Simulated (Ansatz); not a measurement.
**CH5 (doublet): the correlation ladder at distance H1–H2 along a hydrogen transfer = 0.911 Å, cc-pVTZ**

An exercise on one series of results from a longer session: the logs are not shown, and one member is left open.

Program: Ansatz 0.2.0, Gaussian basis. Level of theory: cc-pVTZ, core rule «outside noble gas», up to 1 orbitals frozen. These are calculated values, not measurements.

The runs, in order: UHF; CCSD(T) on ROHF; CCSD(T) on UHF; BCCD(T) on ROHF; CISD; CCSDT(Q) on ROHF; CCSDT(Q) on UHF; CASSCF and NEVPT2, 3 electrons in 3 orbitals; CASSCF and NEVPT2, 9 electrons in 9 orbitals.

## The system

The geometry derives from fragments relaxed apart (PBE0/def2-TZVP) and kept rigid, so it is no stationary point. A hydrogen atom is moved between rigid fragments.

6 atoms, charge 0, spin multiplicity 2.

Atoms are counted from 1 here; the program's logs count them from 0.

Bond lengths: H2–C3 1.156 Å, C3–H4 1.080 Å, C3–H5 1.080 Å, C3–H6 1.080 Å. Angles: H2–C3–H4 90.0°, H2–C3–H5 90.0°, H2–C3–H6 90.0°, H4–C3–H5 120.0°, H4–C3–H6 120.0°, H5–C3–H6 120.0°.

Set-up of the first run:

File in.yaml:

```yaml
crystal:
  periodic: [false, false, false]
  atoms:
    - {symbol: H, position_ang: [-1.876471, 0.000000, 0.000000]}
    - {symbol: H, position_ang: [-0.965471, 0.000000, 0.000000]}
    - {symbol: C, position_ang: [0.190529, 0.000000, 0.000000]}
    - {symbol: H, position_ang: [0.190529, -1.080023, 0.000000]}
    - {symbol: H, position_ang: [0.190529, 0.540011, 0.935327]}
    - {symbol: H, position_ang: [0.190529, 0.540012, -0.935327]}
basis:
  gaussian: {orbitals: cc-pVTZ}
magnetization: {spin_polarized: true, initial_magnetization: 1}
hamiltonian: {xc: hf}
output: {orbitals: {seedname: orbitals}}
```

Launch:

```console
$ ansatz run in.yaml --threads 1 --pin off --events-out ev --progress --plain --max-ram 2816MiB --backend cpu
```

Steps of the session up to this table: UHF; CCSD(T) on ROHF; CCSD(T) on UHF; BCCD(T) on ROHF; CISD; CCSDT(Q) on ROHF; CCSDT(Q) on UHF; CASSCF and NEVPT2, 3 electrons in 3 orbitals; CASSCF and NEVPT2, 9 electrons in 9 orbitals.

One of the session's tables, all rows but one given; the rest of the session is left out.

| method | from UCCSDT(Q) (kcal/mol) |
| --- | --- |
| ROHF | +159.18 |
| UHF | +153.50 |
| RMP2 | +18.76 |
| UMP2 | +20.39 |
| CISD | +13.47 |
| RCCSD | +5.30 |
| UCCSD | +5.13 |
| RCCSD(T) | +0.46 |
| UCCSD(T) | +0.49 |
| BCCD(T) | +0.46 |
| RCCSDT | +0.16 |
| UCCSDT | +0.14 |
| RCCSDT(Q) | +0.01 |
| UCCSDT(Q) | 0 |
| CASSCF pair | +144.85 |
| NEVPT2 pair | ? |
| CASSCF valence | +102.01 |
| NEVPT2 valence | +22.17 |

**Question.** Estimate the row for NEVPT2 pair.

**Answer.** from UCCSDT(Q) (kcal/mol): +19.26. In the column «from UCCSDT(Q) (kcal/mol)» it lies between RMP2 (+18.76) and UMP2 (+20.39).

Caveats from the session: Restricted and unrestricted rows rest on different reference determinants; where their highest levels disagree by more than a few hundredths of an eV, they describe different states and don't form one ladder.
